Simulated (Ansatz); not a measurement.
# BH2− (singlet): wave-function methods side by side at angle H2–B1–H3 = 144.0°, 6-31++G**

An exercise on one series of results from a longer session: the logs are not shown, and one member is left open.

The runs use Ansatz 0.2.0, Gaussian basis; 6-31++G**, core rule «outside noble gas», up to 1 orbitals frozen.

To be run: UHF; CCSD(T) on RHF; CCSD(T) on UHF; BCCD(T) on RHF; CISD; CCSDT(Q) on RHF; CCSDT(Q) on UHF; CCSDTQ on RHF; CASSCF and MRCISD+Q, 2 electrons in 2 orbitals; CASSCF and NEVPT2, 2 electrons in 2 orbitals; CASSCF and MRCISD+Q, 6 electrons in 6 orbitals; CASSCF and MRCISD+Q(relaxed), 6 electrons in 6 orbitals; CASSCF and NEVPT2, 6 electrons in 6 orbitals; Full CI.

7 further runs of the same task are left out: 5 that didn't finish, 2 set aside as unsound or not needed.

### The geometry

The geometry derives from a PBE0/def2-TZVPD stationary point (not a proven minimum). One angle is set to the value named; bond lengths are kept.

3 atoms, charge -1, spin multiplicity 1.

Atoms are counted from 1 here; the program's logs count them from 0.

Bond lengths: B1–H2 1.247 Å, B1–H3 1.247 Å. Angles: H2–B1–H3 144.0°.

Set-up of the first run:

Contents of in.yaml:

```yaml
crystal:
  periodic: [false, false, false]
  atoms:
    - {symbol: B, position_ang: [0.000000, -0.060567, 0.000000]}
    - {symbol: H, position_ang: [0.000000, 0.324814, -1.186080]}
    - {symbol: H, position_ang: [0.000000, 0.324814, 1.186080]}
basis:
  gaussian: {orbitals: "6-31++G**"}
total_charge: -1
magnetization: {spin_polarized: true, initial_magnetization: 0}
hamiltonian: {xc: hf}
output: {orbitals: {seedname: orbitals}}
```

Started as:

```bash
> ansatz run in.yaml --threads 1 --pin off --events-out ev --progress --plain --max-ram 2393MiB
```

Among the steps run: UHF; CCSD(T) on RHF; CCSD(T) on UHF; BCCD(T) on RHF; CISD; CCSDT(Q) on RHF; CCSDT(Q) on UHF; CCSDTQ on RHF; CASSCF and MRCISD+Q, 2 electrons in 2 orbitals; CASSCF and NEVPT2, 2 electrons in 2 orbitals; CASSCF and MRCISD+Q, 6 electrons in 6 orbitals; CASSCF and MRCISD+Q(relaxed), 6 electrons in 6 orbitals; CASSCF and NEVPT2, 6 electrons in 6 orbitals; Full CI.

One of the session's tables, all rows but one given; the rest of the session is left out.

| method | from FCI (kcal/mol) |
| --- | --- |
| RHF | +77.38 |
| RMP2 | +17.37 |
| CISD | +6.83 |
| RCCSD | +3.24 |
| RCCSD(T) | +0.85 |
| BCCD(T) | +0.86 |
| RCCSDT | +0.18 |
| RCCSDT(Q) | +0.03 |
| RCCSDTQ | 0.00 |
| CASSCF pair | +63.61 |
| NEVPT2 pair | ? |
| FCI | 0 |

Estimate the missing values for NEVPT2 pair.

The run gave: from FCI (kcal/mol): +15.17. In the column «from FCI (kcal/mol)» it lies between CISD (+6.83) and RMP2 (+17.37).

Not comparable, so not listed: CASSCF and MRCISD+Q, 2 electrons in 2 orbitals (they don't share determinant, frozen orbitals or solution with the rows shown, or repeat one).

Limits of these values: Left out of the table: CASSCF valence, NEVPT2 valence, MRCISD valence, MRCISD+Q valence (the active space lost an orbital or holds another state than full CI finds). Left out of the table: UHF, UMP2, UCCSD, UCCSD(T), UCCSDT, UCCSDT(Q), MRCISD+Q(relaxed) valence (another determinant or state than the rows shown). Warnings in the runs' records: passed over end.
